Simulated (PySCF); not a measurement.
Compound: C2HClN2S.
Bonds: Cl1–C2, C2–C3 (aromatic), C3–N4 (aromatic), N4–S5 (aromatic), S5–N6 (aromatic), C2–N6 (aromatic). Hydrogens: H7 on C3.

The same species was optimised twice, with GFN2-xTB and with PBE0-D3(BJ)/def2-SVP (PySCF), and the same property calculations (PySCF, gas phase) were run on both structures.

```json
{"coordinate": "S5–N6 (Å)", "GFN2-xTB": "1.617", "PBE0-D3(BJ)/def2-SVP": "1.644", "change": "+0.027"}
{"coordinate": "N4–S5 (Å)", "GFN2-xTB": "1.622", "PBE0-D3(BJ)/def2-SVP": "1.646", "change": "+0.024"}
{"coordinate": "C2–C3 (Å)", "GFN2-xTB": "1.416", "PBE0-D3(BJ)/def2-SVP": "1.435", "change": "+0.019"}
{"coordinate": "Cl1–C2 (Å)", "GFN2-xTB": "1.696", "PBE0-D3(BJ)/def2-SVP": "1.710", "change": "+0.014"}
{"coordinate": "C2–N6 (Å)", "GFN2-xTB": "1.315", "PBE0-D3(BJ)/def2-SVP": "1.305", "change": "-0.010"}
{"coordinate": "C3–N4 (Å)", "GFN2-xTB": "1.309", "PBE0-D3(BJ)/def2-SVP": "1.308", "change": "-0.001"}
{"coordinate": "Cl1–C2–C3 (°)", "GFN2-xTB": "125.5", "PBE0-D3(BJ)/def2-SVP": "123.3", "change": "-2.2"}
{"coordinate": "C2–N6–S5 (°)", "GFN2-xTB": "108.6", "PBE0-D3(BJ)/def2-SVP": "106.8", "change": "-1.8"}
{"coordinate": "C3–N4–S5 (°)", "GFN2-xTB": "109.3", "PBE0-D3(BJ)/def2-SVP": "107.5", "change": "-1.8"}
{"coordinate": "C3–C2–N6 (°)", "GFN2-xTB": "113.1", "PBE0-D3(BJ)/def2-SVP": "114.5", "change": "+1.4"}
{"coordinate": "N4–S5–N6 (°)", "GFN2-xTB": "96.9", "PBE0-D3(BJ)/def2-SVP": "98.1", "change": "+1.2"}
{"coordinate": "C2–C3–N4 (°)", "GFN2-xTB": "112.1", "PBE0-D3(BJ)/def2-SVP": "113.0", "change": "+0.9"}
{"coordinate": "Cl1–C2–N6 (°)", "GFN2-xTB": "121.4", "PBE0-D3(BJ)/def2-SVP": "122.1", "change": "+0.7"}
```

Rotational constants: A = 7916, B = 1629, C = 1351 MHz (GFN2-xTB) against A = 7749, B = 1618, C = 1338 MHz (PBE0-D3(BJ)/def2-SVP). Point groups within 0.08 Å: Cs and Cs.

On the GFN2-xTB structure: lowest triplet, Tamm–Dancoff (eV) 3.78 [PBE0/def2-SVPD]; isotropic polarisability (au) 65.7 [PBE0/def2-SVPD]; HOMO (eV) -7.98 [PBE0/def2-SVPD]; LUMO (eV) -1.98 [PBE0/def2-SVPD]; dipole (D) 0.83 [PBE0/def2-SVPD]; HOMO (eV) -8.01 [PBE0/pcSseg-1]; LUMO (eV) -1.90 [PBE0/pcSseg-1]; dipole (D) 0.86 [PBE0/pcSseg-1]; GIAO shielding of Cl1 (ppm) 734.7 [PBE0/pcSseg-1]; GIAO shielding of C2 (ppm) 31.1 [PBE0/pcSseg-1]; GIAO shielding of C3 (ppm) 35.1 [PBE0/pcSseg-1]; GIAO shielding of N4 (ppm) -141.5 [PBE0/pcSseg-1]; GIAO shielding of S5 (ppm) -9.1 [PBE0/pcSseg-1]; GIAO shielding of N6 (ppm) -116.9 [PBE0/pcSseg-1].

Problem. What do these properties become on the PBE0-D3(BJ)/def2-SVP structure?

Solution. 
```csv
property,level,on GFN2-xTB,on PBE0-D3(BJ)/def2-SVP,change
"lowest triplet, Tamm–Dancoff (eV)",PBE0/def2-SVPD,3.78,3.69,-0.09
isotropic polarisability (au),PBE0/def2-SVPD,65.7,66.5,+0.8
HOMO (eV),PBE0/def2-SVPD,-7.98,-7.96,+0.02
LUMO (eV),PBE0/def2-SVPD,-1.98,-2.06,-0.08
dipole (D),PBE0/def2-SVPD,0.83,0.89,+0.06
"energy, GFN2-xTB geometry as zero (kcal/mol)",PBE0/def2-SVPD,0.0,-1.2,-1.2
HOMO (eV),PBE0/pcSseg-1,-8.01,-8.00,+0.01
LUMO (eV),PBE0/pcSseg-1,-1.90,-1.99,-0.09
dipole (D),PBE0/pcSseg-1,0.86,0.92,+0.06
"energy, GFN2-xTB geometry as zero (kcal/mol)",PBE0/pcSseg-1,0.0,-1.3,-1.3
GIAO shielding of Cl1 (ppm),PBE0/pcSseg-1,734.7,717.9,-16.8
GIAO shielding of C2 (ppm),PBE0/pcSseg-1,31.1,30.6,-0.5
GIAO shielding of C3 (ppm),PBE0/pcSseg-1,35.1,31.1,-4.0
GIAO shielding of N4 (ppm),PBE0/pcSseg-1,-141.5,-145.0,-3.5
GIAO shielding of S5 (ppm),PBE0/pcSseg-1,-9.1,-52.8,-43.7
GIAO shielding of N6 (ppm),PBE0/pcSseg-1,-116.9,-115.9,+1.0
```

The heavy atoms differ by 0.024 Å rms after alignment. Among bonds between heavy atoms S5–N6 changes most (+0.027 Å). Changes are differences of the printed values. Neither structure is proved a minimum here.
